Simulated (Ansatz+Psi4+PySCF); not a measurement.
## doublet C2H5: levels of theory in one basis

```yaml
atoms:
  - { symbol: C, position_ang: [-0.2587, -0.8168, 0.0000] }
  - { symbol: C, position_ang: [-0.2510, 0.6742, 0.0000] }
  - { symbol: H, position_ang: [0.7588, -1.2259, 0.0000] }
  - { symbol: H, position_ang: [-0.7588, -1.2139, 0.8834] }
  - { symbol: H, position_ang: [-0.7588, -1.2139, -0.8834] }
  - { symbol: H, position_ang: [-0.1700, 1.2259, -0.9243] }
  - { symbol: H, position_ang: [-0.1700, 1.2259, 0.9243] }
```

Basis set: cc-pVTZ (spherical functions). Frozen core: 2 orbitals. Correlation on ROHF uses semicanonical orbitals with singles. Charge 0, multiplicity 2.

Computed with Ansatz (development build ahead of 0.2.0) and Psi4 1.11; each method stands on the lowest determinant of its kind that the runs found.

| method | E − E(ROHF) (eV) | <S²> of the determinant |
| --- | --- | --- |
| ROHF | 0.00 | 0.75 |
| UHF | -0.13 | 0.76 |
| ROHF-MP2 | -9.14 | – |
| UHF-MP2 | -9.13 | 0.76 |
| ROHF-CCSD | -9.99 | – |
| UHF-CCSD | -9.99 | 0.76 |

What does ROHF-CCSD(T) give on the same scale?

-10.32 eV.
